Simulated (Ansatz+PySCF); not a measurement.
The numbers below are computed, except where a source is named.
## PySCF 2.14.0 run

```python
from pyscf import gto, dft

mol = gto.M(atom="""
C 0.000000 0.000000 0.000000
H 0.697380 0.697380 0.697380
H 0.633990 -0.633990 -0.633990
H -0.633990 0.633990 -0.633990
H -0.633990 -0.633990 0.633990
""", basis='6-31g', charge=0, spin=0)
mf = dft.UKS(mol, xc='pbe0')
mf.kernel()
print(mf.converged, mf.e_tot, mf.spin_square()[0])
```

The script is written out from the run's settings.

Results

```yaml
Converged: yes
Total_energy: -40.44242 hartree
Spin_squared_of_the_determinant: 0.000
```
